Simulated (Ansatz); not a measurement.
An input meant for H2Al(BH4) (AlBH₆) (charge 0, singlet; scaled by 0.96).

```yaml
crystal:
  periodic: [false, false, false]
  atoms:
    - {symbol: Al, position_ang: [-0.851154, -0.501916, -0.465724]}
    - {symbol: H, position_ang: [0.073641, 0.905567, -0.488284]}
    - {symbol: B, position_ang: [0.767277, 0.452750, 0.420145]}
    - {symbol: H, position_ang: [0.353985, -0.670891, 0.699025]}
    - {symbol: H, position_ang: [-0.558056, -1.360467, -1.674906]}
    - {symbol: H, position_ang: [-2.199745, -0.261163, 0.172991]}
    - {symbol: H, position_ang: [0.588811, 1.114277, 1.340445]}
    - {symbol: H, position_ang: [1.825231, 0.321844, -0.003701]}
basis:
  gaussian: {orbitals: cc-pVDZ}
total_charge: 4
hamiltonian: {xc: {name: wPBEh}}
scf: {omitted_lower_state_checks: [starts]}
output: {forces: true}
```

```sh
$ ansatz run in.yaml --threads 4 --pin off --events-out ev --progress --plain --max-ram 3916MiB
```

Output, abridged:

```
Functional definition: wPBEh
567 factors; integrals over basis functions are off by at most 8.5e-4 eV
67 factors; integrals over basis functions are off by at most 9.0e-7 eV
mean field evaluation 1: about -7239.2609 eV, gradient 7.9e1 eV
mean field evaluation 2: about -7144.7963 eV, gradient 1.2e2 eV
mean field evaluation 4: about -7254.5255 eV, gradient 5.4e1 eV
mean field evaluation 8: about -7275.7011 eV, gradient 1.3e1 eV
mean field -7276.79634799 eV, -267.4173333987 hartree, gradient 3.7e-5 eV, S^2 0.000000; 0 other end points of the search recorded, 0 dependent functions left out
reference -7276.79638335 eV, -267.4173346985 hartree; 10, 10 occupied and 52, 52 virtual orbitals, 567 factors
Total energy: -7276.79638335 eV, -267.4173346985 hartree
Atom 0 at    -0.851154    -0.501916    -0.465724 Å, force     0.791809     0.454337     0.414182 eV/Å
Atom 1 at     0.073641     0.905567    -0.488284 Å, force     1.227945     4.294102    -1.472486 eV/Å
Atom 2 at     0.767277     0.452750     0.420145 Å, force    -1.877452    -1.063638    -0.967850 eV/Å
Atom 3 at     0.353985    -0.670891     0.699025 Å, force     2.379197    -2.193352     3.410551 eV/Å
Atom 4 at    -0.558056    -1.360467    -1.674906 Å, force     1.451897    -4.026993    -5.689921 eV/Å
Atom 5 at    -2.199745    -0.261163     0.172991 Å, force    -6.330105     1.179552     3.064146 eV/Å
Atom 6 at     0.588811     1.114277     1.340445 Å, force    -3.587647     3.722637     5.787987 eV/Å
Atom 7 at     1.825231     0.321844    -0.003701 Å, force     5.944356    -2.366645    -4.546608 eV/Å
Dipole moment:    -0.011729    -0.004956    -0.003800 e Å
Checks for a lower state left out: starts
```

In this input the charge is far from what the species holds (4 typed, 0 meant). The run converged. The result belongs to that input, not to the species as meant.
